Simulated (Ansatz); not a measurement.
Reaction: H4SiO2 (dihydroxysilane, SMILES O[SiH2]O) → H3SiO (SMILES O[SiH2], doublet) + HO (SMILES [OH], doublet) (the O-Si bond breaks)
Each species at its own B3LYP-D3(BJ)/def2-TZVP minimum (Ansatz, an electronic-structure program), one conformer.

Total energies in hartree (Ansatz). UHF or UKS for unpaired electrons; spin-orbit terms are left out. Cores are frozen in correlated methods. No relativity.

| species | HF/cc-pV(T+d)Z | CCSD(T)/cc-pV(T+d)Z | HF/cc-pV(Q+d)Z | CCSD(T)/cc-pV(Q+d)Z | CCSD(T)/cc-pV(D+d)Z | CCSDT(Q)/cc-pV(D+d)Z |
|---|---|---|---|---|---|---|
| 1: H4SiO2 (dihydroxysilane, SMILES O[SiH2]O) | -441.16940 | -441.82122 | -441.18715 | -441.88558 | -441.60287 | -441.60474 |
| 2: H3SiO (SMILES O[SiH2], doublet) | -365.58688 | -365.97059 | -365.59778 | -366.00748 | -365.84562 | -365.84698 |
| 3: HO (SMILES [OH], doublet) | -75.41896 | -75.63769 | -75.42557 | -75.66159 | -75.55935 | -75.55979 |

Question: Work out the bond dissociation energy (electronic) in kcal/mol: take Hartree-Fock from cc-pV(Q+d)Z, extrapolate the CCSD(T) correlation energy as X^-3 (X = 3, 4), and add CCSDT(Q) - CCSD(T) in cc-pV(D+d)Z. 1 hartree = 627.51 kcal/mol.

Answer: 
Species 1: correlation (64·(-0.69843) - 27·(-0.65182))/37 = -0.73244; step -0.00187; E1 = -441.18715 + (-0.73244) + (-0.00187) = -441.92146
Species 2: correlation (64·(-0.40970) - 27·(-0.38371))/37 = -0.42867; step -0.00136; E2 = -365.59778 + (-0.42867) + (-0.00136) = -366.02781
Species 3: correlation (64·(-0.23602) - 27·(-0.21873))/37 = -0.24864; step -0.00044; E3 = -75.42557 + (-0.24864) + (-0.00044) = -75.67465
-1·E1 +1·E2 +1·E3 = 0.21900 hartree = 137.4 kcal/mol.
